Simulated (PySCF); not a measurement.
# A rate constant, worked out

An elementary step of BH2OF, closed shell (BH₂OF ([OH][BH][F]) → BHO ([BH][O]) + HF; B–F, O–H broken or loosened, F–H formed or tightened). The start structure is the reactant molecule, and the electronic barrier above it is 2.577 eV by CCSD(T) at an estimated basis limit (MP2 extrapolated from triple and quadruple zeta, plus CCSD(T) − MP2 in triple zeta). Program: PySCF 2.14 with density fitting (its default auxiliary sets; JK sets also for MP2 and CCSD(T)). Basis: def2-TZVPP and def2-QZVPP. Cores are frozen in the correlated methods. Extrapolation: Hartree–Fock as exp(−7.88 √X), correlation as X^−2.97. Harmonic wavenumbers (analytic Hessian with the translational sum rule) at PBE0-D4/def2-TZVP (PySCF 2.14 with density fitting (its default auxiliary sets; JK sets also for MP2 and CCSD(T))), in cm⁻¹:

Start: 497, 637, 921, 986, 1087, 1217, 1442, 2681, 3855.

Saddle: 1018i, 527, 794, 796, 941, 1003, 1672, 2150, 2816.

Q: Work out the transition-state-theory rate constant at 700 K from these numbers alone (harmonic vibrations; rotation, path degeneracy and anharmonicity left out), and the Wigner tunnelling factor. Use 1 cm⁻¹ = 1.2398 × 10⁻⁴ eV and k_B = 8.617 × 10⁻⁵ eV/K.

A: Zero-point energies, half the sums: start 13323/2 cm⁻¹ = 0.8259 eV; saddle, real modes only, 10699/2 cm⁻¹ = 0.6633 eV.
Barrier with zero-point energy: 2.577 + 0.6633 − 0.8259 = 2.4144 eV.
k_BT = 0.06032 eV, so the barrier is 40.03 k_BT.
Vibrational partition functions from the zero-point level, ln q = −Σ ln(1 − exp(−hν/k_BT)): start 1.322, saddle 1.188.
k = (k_BT/h) exp(ln q‡ − ln q) exp(−E0/k_BT), with log₁₀(k_BT/h in s⁻¹) = 13.16: log₁₀ k = 13.16 + (-0.134 − 40.03)/2.3026 = -4.28, so k ≈ 5 × 10^(-5) s⁻¹.
Wigner factor: 1 + (hν‡/k_BT)²/24 = 1 + (2.09)²/24 = 1.18. A change of 1 kcal/mol (0.043 eV) in the barrier would change k by a factor of 2.1 at this temperature.

The T1 diagnostic stays at or below 0.018.

Labels in which every atom is bracketed show which atoms are joined, not bond orders.

For scale, one of the runs: CCSD(T)/def2-TZVPP, 121 basis functions, launched by `OMP_NUM_THREADS=4 python run.py`. Hardware: 4 CPU threads of an Arm Neoverse V2, shared host. Wall time 33 s; peak host memory 0.61 GiB.
